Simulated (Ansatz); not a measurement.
Process, species as SMILES: FCl (F-Cl) → ClF+ (doublet, bonded as ClF) + e-
B3LYP-D3(BJ)/def2-TZVP geometries, fixed; electronic energies without zero-point terms.

Energies in hartree at CCSD(T) with Ansatz (a program for electronic structure); the adiabatic ionisation energy is their sum with the coefficients shown, times 27.2114 eV a hartree. All functions are spherical. Cores are frozen. Open shells are unrestricted. No added dispersion term, no relativity.

| species | coefficient | part | cc-pV(D+d)Z | cc-pV(T+d)Z | cc-pV(Q+d)Z |
|---|---|---|---|---|---|
| FCl (F-Cl) | -1 | Hartree-Fock | -558.84711 | -558.90189 | -558.91542 |
| FCl (F-Cl) | -1 | correlation | -0.35473 | -0.48119 | -0.52466 |
| ClF+ (doublet, bonded as FCl) | +1 | Hartree-Fock | -558.40711 | -558.47162 | -558.48573 |
| ClF+ (doublet, bonded as FCl) | +1 | correlation | -0.34319 | -0.45425 | -0.49149 |

Problem. Predict the adiabatic ionisation energy in cc-pV(5+d)Z (X = 5): let each Hartree-Fock step shrink by the ratio of the last two, and fit each correlation energy at X = 3 and 4 to E + A/X^3. Compare with the run.

Solution. 
- FCl (F-Cl): steps -0.05478 and -0.01353, ratio 0.247, so Hartree-Fock -558.91876 (run: -558.91867); A = (-0.48119 - (-0.52466))/(1/27 - 1/64) = 2.0302, correlation -0.52466 - A/64 + A/125 = -0.54014 (run: -0.54021).
- ClF+ (doublet, bonded as FCl): steps -0.06451 and -0.01411, ratio 0.219, so Hartree-Fock -558.48882 (run: -558.48899); A = (-0.45425 - (-0.49149))/(1/27 - 1/64) = 1.7392, correlation -0.49149 - A/64 + A/125 = -0.50475 (run: -0.50507).
Predicted 12.66 eV; the run in cc-pV(5+d)Z gives 12.65, a miss of 0.01. Keeping the value in cc-pV(Q+d)Z, 12.60, would miss by -0.05.
